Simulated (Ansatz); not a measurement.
Two shapes of singlet C6H6.

Shape 1:

```xyz
12

C     1.3566    0.0132   -0.0293
C     0.7336    1.2373   -0.0184
C    -0.7330    1.1837   -0.0253
C    -1.3997   -0.0477   -0.0141
C    -0.7171   -1.2376   -0.0352
C     0.7418   -1.1853   -0.0042
H     2.4791    0.0123   -0.0476
H     1.2939    2.1553    0.0015
H    -1.2833    2.1480    0.0302
H    -2.4381   -0.0013    0.0031
H    -1.2206   -2.1799    0.0363
H     1.2124   -2.1906    0.0144
```

Shape 2:

```xyz
12

C     1.3419    0.0268   -0.0834
C     0.7296    1.1870    0.0096
C    -0.7684    1.1410   -0.0415
C    -1.3601   -0.0463    0.0279
C    -0.6903   -1.1882   -0.0224
C     0.7596   -1.1322    0.0098
H     2.5250    0.0279   -0.0790
H     1.2482    2.1671   -0.0317
H    -1.2555    2.1864    0.0631
H    -2.3988    0.0060    0.0448
H    -1.2705   -2.1693    0.0634
H     1.2502   -2.1981   -0.0286
```

Basis set: 6-31G (spherical functions). Frozen core: 6 orbitals. Charge 0, multiplicity 1.

Computed with Ansatz (development build ahead of 0.2.0); each method stands on the lowest determinant of its kind that the runs found.

(1) Which shape is lower in energy, and by how much in each method?

## Answers

(1)

| method | E(2) − E(1) (eV) |
| --- | --- |
| RHF | 1.286 |
| RHF-MP2 | 1.250 |

Shape 1 is lower. Caution: no unrestricted run beside it, a lower state can exist.
